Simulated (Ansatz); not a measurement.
# hcp Y

Calculation: r²SCAN (Ansatz, a quantum-chemistry and plane-wave program, plane waves, PAW).

Run with plane-wave cutoff 500 eV, 5×5×5 k mesh, Fermi–Dirac smearing 0.1 eV, cell of 36 sites, scalar-relativistic PAW data made under PBE.

Cell: relaxed at this level.

```
Item                                          Value
------------------------------------------  -------
vacancy formation energy                    2.09 eV
vacancy formation energy before relaxation  2.14 eV
```

Note: energies are extrapolated to zero smearing, and mesh and cell size move such values by some hundredths of an eV or more.

The result took very roughly 23 core-minutes.
